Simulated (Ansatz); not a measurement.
Results of LDA (Ansatz, an electronic-structure program, plane waves, PAW) for 1T (CdI2-type) TiTe2.

Run with plane-wave cutoff 520 eV, 18×18×10 k mesh (along the axes of the cell as run), Fermi–Dirac smearing 0.05 eV, no spin polarisation, scalar-relativistic PAW data made under PBE.

Cell (relaxed at this level):

```cif
data_Te2Ti
_chemical_formula_sum 'Ti1 Te2'
_space_group_name_H-M_alt 'P-3m1'
_space_group_IT_number 164
_space_group_name_Hall '-P 3 2"'
_cell_length_a 3.66695
_cell_length_b 3.66695
_cell_length_c 6.33512
_cell_angle_alpha 90.000
_cell_angle_beta 90.000
_cell_angle_gamma 120.000
loop_
_atom_site_label
_atom_site_type_symbol
_atom_site_symmetry_multiplicity
_atom_site_Wyckoff_symbol
_atom_site_fract_x
_atom_site_fract_y
_atom_site_fract_z
_atom_site_occupancy
Ti1 Ti 1 a 0.00000 0.00000 0.00000 1
Te1 Te 2 d 0.33333 0.66667 0.26922 1
```

Problem. Give the computed bulk modulus.

Solution. 
- bulk modulus = 43.0 GPa

The run finds no gap.

Note: the volume lies 8 % below that of the published cell; the bulk modulus comes from volumes at which shape and atoms were relaxed.

Spin–orbit coupling is not included; it can open a gap where bands touch, and shift volumes and moduli.

The result took about 24 core-minutes (a rough figure).
